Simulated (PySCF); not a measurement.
**Structure from NMR data**

Molecular formula: C$_{4}$H$_{6}$O. Simulated spectra:

1H NMR (600 MHz, computed): δ 9.92 (s, 1H), 6.55 (ddt, J = 18.5, 11.8, 7.8 Hz, 1H), 5.43 (dq, J = 11.8, 2.1 Hz, 1H), 5.30 (dq, J = 18.5, 2.0 Hz, 1H), 3.23 (dt, J = 7.8, 2.0 Hz, 2H).

13C{1H} NMR (computed): δ 211.2 (CH), 146.8 (CH), 129.4 (CH2), 55.4 (CH2).

Theoretical values (PySCF 2.14): J: B3LYP/pcJ-1 (without the spin–dipole term), shielding tensors at CAM-B3LYP/pcSseg-2 (GIAO), coordinates at the PBE0-D3(BJ)/def2-SVP level. No solvent model, no relativistic terms, equivalent nuclei averaged, single conformer.

Referencing at the same level of theory: 1H (σref 31.34), 13C (σref 182.55) against TMS.

Q: Propose a structure and justify it.

A: 
- The formula gives 2 degrees of unsaturation (no ring in the answer).
- 4 carbon signals for 4 carbons: no two carbons are equivalent.
- Carbon types of the structure: 2 × CH, 2 × CH2, which accounts for all hydrogens.
- δC 211.2: aldehyde carbonyl carbon; the double bond to the heteroatom, with no lone-pair donor beside it, deshields it most.
- δC 146.8: alkene CH; as expected for a trigonal carbon in a double bond.
- δC 129.4: terminal =CH2 carbon; an sp2 carbon of a C=C bond.
- δC 55.4: sp3 CH2 α to a carbonyl; the adjacent C=O deshields it moderately.
- δH 9.92: hydrogen on an aldehyde carbonyl carbon; the C=O anisotropy and electron withdrawal place aldehyde protons far downfield.
- δH 6.55: hydrogen on an alkene CH; attached to an sp2 carbon and in the plane of the double bond.
- δH 5.43, 5.30: hydrogen on a terminal =CH2 carbon; a vinylic proton, deshielded by the sp2 carbon and the C=C anisotropy.
- The protons at 5.30 and 6.55 share a coupling of 18.5 Hz (vicinal, trans across C=C).
- The protons at 5.43 and 6.55 share a coupling of 11.8 Hz (vicinal, cis across C=C).
- The protons at 6.55 and 3.23 share a coupling of 7.8 Hz (vicinal).

These data were computed for 3-butenal (SMILES C=CCC=O).

The shifts were computed for this structure.

Multiplet labels drop couplings under 1 Hz and merge nearly equal ones. Unscaled 3J(H,H) at this level run about 10 % above measured values. Shifts are as computed, not scaled to solution data. Of 1211 compounds with measured shifts, 218 miss one by over three times the rms of a fit or turn the order of signals round; such compounds aren't used in these exercises. Couplings across =CH–CH2 type bonds come from one rotamer and its mirror image, and can be 1–2 Hz further off.
